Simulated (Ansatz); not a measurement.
Li₃H₄ (the lowest doublet isomer of a short search) was relaxed with r2SCAN-D4 (def2-TZVP, def2-TZVPD) in Ansatz in these states: charge -1 singlet, neutral doublet. The geometries follow in no particular order.

A:

```csv
atom,x (Å),y (Å),z (Å)
Li1,0.705,-2.142,1.314
Li2,-1.047,0.022,1.657
Li3,0.441,0.048,-0.776
H4,0.795,1.116,-2.552
H5,-0.722,0.850,0.190
H6,0.275,1.526,-2.195
H7,-0.446,-1.421,2.361
```

B:

```tsv
atom	x (Å)	y (Å)	z (Å)
Li1	1.9841	1.7179	-0.8354
Li2	0.1822	1.2709	1.1179
Li3	0.0143	-0.7250	-0.7912
H4	-1.3567	-2.4713	-0.8228
H5	-0.7124	-0.1742	0.7781
H6	-1.5020	-2.0698	-0.1955
H7	1.3905	2.4514	0.7489
```

Problem. Judge from the bond lengths which geometry belongs to which state (an estimate).

Solution. A is the neutral doublet (Li1–H7 1.715 Å, Li1–Li2 2.805 Å, Li3–H5 1.711 Å); B is the charge -1 singlet (Li1–H7 1.844 Å, Li1–Li2 2.695 Å, Li3–H5 1.815 Å).

A triplet lies near this restricted singlet, and broken spin symmetry wasn't tried. At r2SCAN-D4/def2-TZVPD the highest occupied level of the relaxed charge -1 singlet lies above zero (up to 1.21 eV). By energy differences its removal costs 0.21 eV (each at its own geometry, to the charge 0 doublet, at PBE0-D4/def2-TZVPD). In the doublet, H4 and H6 lie 0.75 Å apart (atoms count from 1), so H2 has formed as a molecule. In the charge -1 singlet, H4 and H6 lie 0.76 Å apart (atoms count from 1), so H2 has formed as a molecule. These are the stationary points nearest to one start from a short search; other shapes may lie lower in each state.
